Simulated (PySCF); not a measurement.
Species: C4H12P2.
SMILES with atom numbers: `[CH3:1][C:2]([CH3:3])([CH3:4])[PH:5][PH2:6]` (hydrogens: H7, H8, H9 on C1; H10, H11, H12 on C3; H13, H14, H15 on C4; H16 on P5; H17, H18 on P6)

Structure used (PBE0-D3(BJ)/def2-SVP), in Å, numbered top down from 1:
```
atom  x, y, z in Å
C1     0.557   -1.310   -0.605
C2    -0.050   -0.194    0.239
C3    -1.369   -0.661    0.859
C4    -0.285    1.052   -0.615
P5     1.044    0.327    1.697
P6     2.953    0.789    0.623
H7    -0.118   -1.563   -1.440
H8     1.527   -1.016   -1.034
H9     0.710   -2.224   -0.010
H10   -2.080   -0.946    0.065
H11   -1.224   -1.541    1.506
H12   -1.837    0.132    1.464
H13   -0.691    1.884   -0.018
H14    0.646    1.396   -1.095
H15   -1.007    0.831   -1.419
H16    1.473   -0.990    2.060
H17    3.747    0.612    1.798
H18    2.866    2.203    0.814
```

Level of theory: TDDFT CAM-B3LYP/def2-SVPD, vertical, gas phase, core orbitals frozen in the response in PySCF.

Kohn–Sham orbitals with the atoms that hold most of them (Löwdin shares over 4%, at most four atoms; ? is withheld):

```json
{"orbital": "LUMO+2", "ε (eV)": "1.70", "atoms": "P6 46%, H17 12%, H18 11%, P5 10%"}
{"orbital": "LUMO+1", "ε (eV)": "1.13", "atoms": "P6 25%, P5 23%, H17 9%, H16 8%"}
{"orbital": "LUMO", "ε (eV)": "0.92", "atoms": "P6 26%, P5 21%, C3 10%, H16 6%"}
{"orbital": "HOMO", "ε (eV)": "-7.72", "atoms": "?"}
{"orbital": "HOMO-1", "ε (eV)": "-9.57", "atoms": "?"}
{"orbital": "HOMO-2", "ε (eV)": "-10.08", "atoms": "P6 31%, P5 22%, C2 10%, H17 10%"}
{"orbital": "HOMO-3", "ε (eV)": "-10.74", "atoms": "P6 21%, P5 21%, H16 14%, C4 11%"}
```

(1) Which atoms hold the HOMO-1, and with what shares?

(2) Give the leading atoms of the HOMO.

(3) How does S1 compare with the orbital gap of 8.64 eV?

(4) Give energy, strength and leading configuration of S1 and S2, and follow the Löwdin shares of the leading atoms from the occupied to the empty orbital.

## Answers

(1) P5 (bonded to C, P and H) 29%; P6 (bonded to P and 2 H) 24%; C2 (bonded to 3 C and P) 16%; C1 (bonded to C and 3 H) 6%. By element: phosphorus 53%, carbon 22% or more.

(2) P5 (bonded to C, P and H) 45%; P6 (bonded to P and 2 H) 32%; C2 (bonded to 3 C and P) 7%. By element: phosphorus 77%, carbon 7% or more.

(3) S1 is at 5.59 eV (f = 0.141), 3.05 eV below the gap, made of HOMO→LUMO (85%), HOMO→LUMO+3 (9%). Without the coupling terms of the response equations the lowest excitation would equal the gap.

(4) 
- S1 (5.59 eV, f 0.141), HOMO→LUMO (85%): P5 45% → 21%, P6 32% → 26%
- S2 (5.77 eV, f 0.060), HOMO→LUMO+1 (88%): P5 45% → 23%, P6 32% → 25%

One conformer stands for the species.

Without π bonds the low states are Rydberg-like; a valence basis with one diffuse set may place them up to an eV too high.
